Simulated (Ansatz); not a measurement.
## How far each method lies from full CI for BSi, quartet

Geometry: that of the BSi, doublet, kept fixed.

```tsv
atom	x (Å)	y (Å)	z (Å)
Si	0.0000	0.0000	0.0000
B	0.0000	0.0000	1.9192
```

Basis cc-pVDZ; Ansatz 0.2.0. Correlated methods freeze the noble-gas cores, which leaves 7 electrons in 26 orbitals. Prefix R: restricted or restricted open-shell reference; prefix U: unrestricted. Active spaces: valence = (7e, 8o) chosen from the atoms' valence shells.

Full CI is exact within this basis and frozen core; it isn't the basis-set limit. The frozen core follows each run's orbitals, which can shift R against U totals by a few meV.

For open shells CISD is restricted-active-space CI with the open shells as a complete middle space.

The UHF ⟨S²⟩ is 3.756. The T1 diagnostic (RCCSD) is 0.0442 and the largest doubles amplitude (RCCSD) is 0.089. The T1 diagnostic (UCCSD) is 0.0423.

```tsv
level	E − E(full CI) (kcal/mol)	share of correlation (%)	wall time
RHF	94.83	0.00	–
UHF	93.78	1.11	–
RMP2	25.20	73.43	–
UMP2	25.53	73.08	–
CISD	9.34	90.16	2.9 s
RCCSD	6.23	93.43	–
UCCSD	6.17	93.49	–
RCCSD(T)	1.66	98.25	1.4 s
UCCSD(T)	1.64	98.27	1.2 s
BCCD(T)	1.61	98.30	1.5 s
RCCSDT	0.41	99.57	–
UCCSDT	0.39	99.59	–
RCCSDT(Q)	0.07	99.93	9 s
UCCSDT(Q)	0.03	99.97	7.5 s
CASSCF (valence space)	55.61	41.36	–
NEVPT2 (valence space)	13.48	85.79	2 s
MRCISD (valence space)	3.15	96.68	–
MRCISD+Q (valence space)	-0.08	100.09	3.1 s
MRCISD+Q(relaxed) (valence space)	-0.76	100.80	3.7 s
```

The correlation energy at full CI, counted from RHF, is -4.112 eV. That run took 3.1 min on 1 thread of Intel Xeon Platinum 8175M, shared host over 5,352,180 determinants.

Times hold each run's SCF and search for its determinant on a shared host, so for small cases they say little of a method's own cost; they ran on 1 thread of Intel Xeon Platinum 8175M.

Not variational, and here over 5 meV under the exact energy: MRCISD+Q(relaxed) (valence space).

The full-CI state has the irrep A2 of C2v, in the program's axes (one component, if the state is degenerate).

Natural occupations of full CI about the gap: 1.942 1.876 0.999 0.967 0.967 0.064 0.064 0.033 0.011 0.011; effectively unpaired electrons, Σ n²(2−n)², 3.10.
